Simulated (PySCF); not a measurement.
C2H6S, SMILES CSC. Geometry optimised at PBE-D3(BJ)/def2-TZVP.

These are PBE-D3(BJ)/def2-TZVP (PySCF) values and carry that method's errors.

Harmonic wavenumbers (cm⁻¹): 183, 186, 257, 683, 732, 878, 917, 955, 1016, 1287, 1311, 1408, 1417, 1425, 1433, 2960, 2964, 3031, 3040, 3067, 3068. Rotational constants (GHz): 17.70, 7.527, 5.667; symmetry number 2.

### Question
Work out the zero-point energy and the ideal-gas rigid-rotor harmonic-oscillator thermochemistry at 298.15 K and 1 atm.

### Answer
ZPE = ½ Σ hcν = ½ × 32217 cm⁻¹ = 46.06 kcal/mol. H − E(el) = 49.75 kcal/mol. Entropy in cal/(mol K): translation 38.30, rotation 22.19, vibration 7.45, total 67.94. G − E(el) = 29.49 kcal/mol. Cp = 17.54 cal/(mol K).
